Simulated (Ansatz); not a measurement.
**Rock-salt MgO: LO phonon frequency at L by level of theory**

No measured value is used here.

```json
[
 {"level (code)": "LDA (Ansatz)", "value (cm⁻¹)": "575", "cell (Å³/atom)": "9.00"},
 {"level (code)": "PBE (Ansatz)", "value (cm⁻¹)": "?", "cell (Å³/atom)": "9.62"},
 {"level (code)": "PBEsol (Ansatz)", "value (cm⁻¹)": "?", "cell (Å³/atom)": "9.36"},
 {"level (code)": "PBE-D3(BJ) (Ansatz)", "value (cm⁻¹)": "569", "cell (Å³/atom)": "9.31"},
 {"level (code)": "r²SCAN (Ansatz)", "value (cm⁻¹)": "580", "cell (Å³/atom)": "9.29"},
 {"level (code)": "HSE06 (Ansatz)", "value (cm⁻¹)": "585", "cell (Å³/atom)": "9.27"},
 {"level (code)": "PBE0 (Ansatz)", "value (cm⁻¹)": "584", "cell (Å³/atom)": "9.28"}
]
```

Q: Some entries are withheld; supply them.

A: 
- PBE (Ansatz, a quantum-chemistry and plane-wave program), value (cm⁻¹): 548
- PBEsol (Ansatz), value (cm⁻¹): 556

PBE-D3(BJ): the dispersion coefficients are held fixed in the derivatives. Each level is taken at its own relaxed cell. Cutoffs differ between the levels. Ansatz's density-functional and Hartree–Fock values are scalar-relativistic unless marked +SOC, with PAW data made under PBE.
